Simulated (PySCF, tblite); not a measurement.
A database entry of computed molecular properties. Lists by class give the value and the number of equivalent atoms.

```json
{
 "formula": "COS",
 "smiles": "O=C=S",
 "inchi": "InChI=1S/COS/c2-1-3",
 "charge": 0,
 "multiplicity": 1,
 "geometry_level": "GFN2-xTB",
 "electronic_structure_code": "PySCF",
 "results": {
  "GFN2-xTB geometry": {
   "point_group": "C∞v",
   "rotational_constants_GHz": [6.221]
  },
  "PBE0/pcSseg-1 ground state and GIAO shieldings, non-relativistic": {
   "dipole_D": 0.69,
   "homo_eV": -8.79,
   "lumo_eV": -0.72,
   "shift_vs_computed_TMS_C_by_class_ppm": [
    [161.4, 1]
   ],
   "shielding_other_nuclei_by_class_ppm": [
    ["O", 77.8, 1],
    ["S", 785.8, 1]
   ]
  },
  "GFN2-xTB harmonic vibrations, gas phase": {
   "strongest_ir_bands_cm-1_km_per_mol_modes": [
    [429.9, 45.6, 2],
    [952.3, 1.1, 1],
    [2197.8, 936.6, 1]
   ],
   "zpe_kcal_per_mol": 5.7
  }
 }
}
```

The zero-point energy, half the sum of the 4 harmonic wavenumbers, equals 2000 cm⁻¹ or 24 kJ/mol. Point group C∞v permits a dipole; with 0.69 D the species has a pure rotational spectrum. For a rigid linear rotor the levels are B·J(J + 1), so J = 1 lies 2B = 12.44 GHz above J = 0. In atomic units the dipole is 0.27 e·bohr (1 au = 2.5417 D).

